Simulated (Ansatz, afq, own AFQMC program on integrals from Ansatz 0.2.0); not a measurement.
SiH5, doublet in cc-pVTZ, levels against CCSDT(Q)

```xyz
6

H    -2.4386    0.0000    0.0000
H    -1.3606    0.0000    0.0000
Si    0.0794    0.0000    0.0000
H     0.5293   -1.4163    0.0000
H     0.5293    0.7081   -1.2265
H     0.5293    0.7081    1.2265
```

Basis cc-pVTZ. Only valence electrons are correlated. Integrals, coupled cluster, full CI and functionals: Ansatz 0.2.0; the random walks run on the same integrals in our own AFQMC program. ph-AFQMC/CISD is guided by a CISD state made of CCSD amplitudes; releasing the constraint for a short imaginary time cuts its bias at the price of noise, slowly where states lie close. Uncertainties: one standard error, sampling alone.

Determinant: UHF, the one that the program's search chose, which needn't be the lowest solution. The geometry is a point of a scan.

No full CI on the walks' own integrals is used here; CCSDT(Q) serves as the reference and is uncertain by about the last step of the cluster series.

Cautions: the released energies are still falling, so no released level is given (meV from the phaseless value at times in 1/Eh: -2 ± 3 at 0.24, 0 ± 3 at 0.51, -4 ± 3 at 0.99, -8 ± 3 at 1.62, -12 ± 3 at 2.40).

* T1 diagnostic: 0.0152
* weight of the determinant in the CISD state: 0.906
* ⟨S²⟩ of the determinant: 0.763
* size of the correlated space: 9 electrons in 99 orbitals

Reference: CCSDT(Q), correlation energy -5.214 eV.

| level | E − E(reference) (meV) | share of correlation (%) |
| --- | --- | --- |
| HF | 5213.8 | 0.00 |
| MP2 | 1039.0 | 80.07 |
| CCSD | 150.6 | 97.11 |
| CCSD(T) | 27.6 | 99.47 |
| CCSDT | 3.4 | 99.93 |
| ph-AFQMC/CISD | 3.8 ± 3.1 | 99.93 |

A walk keeps the symmetry of its determinant, which the program's search chose and which needn't be the lowest solution, so a lower state of the same spin and another symmetry isn't excluded.
